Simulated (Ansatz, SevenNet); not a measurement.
**α-phase Ga, cohesive energy**

Reference value: 2.81 eV/atom (measured, 0 K, copied from a table, unchecked, 0 K, 1 atm; zero-point vibration energy not added; as tabulated in Kittel's textbook).

| level (code) | value (eV/atom) | cell (Å³/atom) | difference (eV/atom) |
|---|---|---|---|
| SevenNet-l3i5 (SevenNet) | 2.59 | 20.36 | -0.22 |
| LDA (Ansatz) | 3.44 | 18.36 | +0.63 |
| PBE (Ansatz) | 2.63 | 20.29 | -0.18 |
| r²SCAN (Ansatz) | 2.84 | 19.20 | +0.03 |
| HSE06 (Ansatz) | 2.64 | 19.58 | -0.17 |
| PBE0 (Ansatz) | 2.62 | 19.42 | -0.19 |

Leaving aside SevenNet-l3i5, which can be fitted to such values or carry a doubt: Nearest, and too close to rank with a margin of 0.10 eV/atom (twice that across the reference) picked here for doubts on the reference and the settings, and for temperature and zero-point motion: r²SCAN (+0.03 eV/atom), HSE06 (-0.17 eV/atom), PBE (-0.18 eV/atom), PBE0 (-0.19 eV/atom). LDA (+0.63 eV/atom) lies farthest from it. Within 0.3 eV/atom: PBE, r²SCAN, HSE06, PBE0. The lowest first-principles rung that does so: DFT without exact exchange (PBE, r²SCAN).

The measured value isn't corrected to a static lattice, so vibrations enter the comparison.  SevenNet-l3i5: free atoms can lie outside what these potentials were trained on. Each level is taken at its own relaxed cell. Cutoffs and k meshes differ between the levels. Ansatz's density-functional and Hartree–Fock values are scalar-relativistic unless marked +SOC, with PAW data made under PBE.

Machine-learned potentials (SevenNet-l3i5) are trained on DFT data, which may include these solids.

Differences are worked out from the printed values.

Ansatz is a quantum-chemistry and plane-wave program.
